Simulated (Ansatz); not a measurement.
What does this script print? It uses the Ansatz DFT code, driven from Python.

The script, `x2c_bh3s.py`:
```python
'''Scalar relativity in BH3S.'''

import ansatz as az
from ase import Atoms
import numpy as np

atoms = Atoms(['B', 'S', 'H', 'H', 'H'], positions=[
    (-0.3326, -0.5167, -0.0146),
    (0.325, 1.1182, -0.7334),
    (-1.3393, -0.4304, 0.6924),
    (0.1757, -1.5003, -0.3161),
    (1.2211, 1.2555, 0.3304),
])
bh3s = az.Crystal.molecule_from_ase(atoms)

calc = (
    bh3s.calculation()
    .functional('PBE0', dispersion='d3bj')
    .forces()
)
# a set contracted for a scalar-relativistic Hamiltonian goes with the relativistic run
sets = {'none': 'cc-pVTZ', 'scalar': 'cc-pVTZ-DK'}
found = {kind: calc.basis(gaussian=basis).pseudopotentials(relativity=kind).run().report for kind, basis in sets.items()}
for kind, each in found.items():
    dipole = 4.803205 * np.linalg.norm(each['charge_distribution']['dipole_moment_e_ang'])
    print(f'{kind:7s} E = {each["free_energy_ev"]:.4f} eV  dipole {dipole:.3f} D  largest force component {np.abs(each["forces_ev_ang"]).max():.4f} eV/A')
print(f'relativity lowers the total energy by {found["none"]["free_energy_ev"] - found["scalar"]["free_energy_ev"]:.3f} eV')
```

```console
$ python x2c_bh3s.py
none    E = -11555.6865 eV  dipole 1.219 D  largest force component 1.9515 eV/A
scalar  E = -11585.5008 eV  dipole 1.205 D  largest force component 1.9475 eV/A
relativity lowers the total energy by 29.814 eV
```

The total moves by -29.8 eV, nearly all in the cores, and the dipole from 1.22 to 1.20 D.

Reading the output:
- Total energies depend on the basis set; only differences at equal settings carry meaning.
- The geometry is a force-field or estimated start, not a minimum of this method. The basis set changes with the Hamiltonian (a set recontracted for scalar relativity), and most of the change in the total lies in the cores.
- The whole script took 4 s on 1 thread of Arm Neoverse V1, on a shared host, peak memory 0.22 GiB.
